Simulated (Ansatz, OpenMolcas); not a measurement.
## CS (carbon monosulfide): methods side by side

The species is CS (2 atoms), meant as a singlet with charge 0. As SMILES, `[C-]#[S+]`. The bond length is the measured one.

| atom | x (Å) | y (Å) | z (Å) |
| --- | --- | --- | --- |
| C | 0.0000 | 0.0000 | 0.0000 |
| S | 0.0000 | 0.0000 | 1.5349 |

Quantity: the energy change with the C1–S2 bond stretched from 1.535 to 2.302 Å, in eV. The values are calculated.

| level | kind | program | value (eV) | less FCI/STO-3G | CPU time (all runs) |
| --- | --- | --- | --- | --- | --- |
| M06-2X/STO-3G (restricted) | hybrid meta-GGA | OpenMolcas | 6.86 | +2.17 | 5.3 s |
| PBE0/STO-3G (restricted) | global hybrid | OpenMolcas | 6.34 | +1.65 | 5.4 s |
| r2SCAN0/STO-3G (restricted) | hybrid meta-GGA | Ansatz | 6.65 | +1.96 | 1.4 s |
| wB97M-V/STO-3G (restricted) | range-separated hybrid | Ansatz | 6.90 | +2.21 | 5.8 s |
| B2PLYP/STO-3G (restricted) | double hybrid | Ansatz | 5.18 | +0.49 | 0.93 s |
| RPA@PBE/STO-3G (restricted) | RPA | Ansatz | 4.56 | -0.13 | 0.99 s |
| CISD/STO-3G (restricted) | coupled cluster or CI | OpenMolcas | 5.55 | +0.86 | 3.3 s |
| FCI/STO-3G | exact in the basis | Ansatz | 4.69 | 0.00 | 0.46 s |

FCI/STO-3G is exact within its basis and frozen core, so for wave-function methods in that basis the difference is their error; functionals converge differently with the basis, so for them it is only a difference. The first shape isn't each level's own minimum. The values span 4.56 to 6.90 eV. All rows use very small basis sets, so even the best lies far from the true value. CPU times are rough (shared hosts, several kinds of processor): they show what a rung costs within a factor of a few.
